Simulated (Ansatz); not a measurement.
Reaction (SMILES): FCl (F-Cl) → Cl atom + F atom
B3LYP-D3(BJ)/def2-TZVP geometries, fixed; electronic energies without zero-point terms.

The atomisation energy at MP2 with Ansatz (a quantum-chemistry and plane-wave program), in kcal/mol, split into its Hartree-Fock and correlation parts. Cores are frozen. Open shells are unrestricted. No added dispersion term, no relativity. Functions are those of the species that has most.

```tsv
basis	X	functions	Hartree-Fock	MP2
cc-pV(D+d)Z	2	37	0.30	48.18
cc-pV(T+d)Z	3	69	6.78	61.91
cc-pV(Q+d)Z	4	119	7.84	66.08
cc-pV(5+d)Z	5	191	8.09	67.63
```

Worked estimate of the basis-set limit from each neighbouring pair, with Hartree-Fock from the larger set and the correlation part extrapolated as X^-3.
Correlation parts: X = 2: 47.88, X = 3: 55.13, X = 4: 58.24, X = 5: 59.54.
- (2,3): (27·(55.13) - 8·(47.88))/19 = 58.18; with Hartree-Fock 6.78 the estimate is 64.96 kcal/mol.
- (3,4): (64·(58.24) - 27·(55.13))/37 = 60.51; with Hartree-Fock 7.84 the estimate is 68.35 kcal/mol.
- (4,5): (125·(59.54) - 64·(58.24))/61 = 60.90; with Hartree-Fock 8.09 the estimate is 68.99 kcal/mol.
The last two estimates differ by 0.64 kcal/mol; the largest set lies 1.36 from the last. Over the last step Hartree-Fock moves by 0.25 and the correlation part by 1.30.
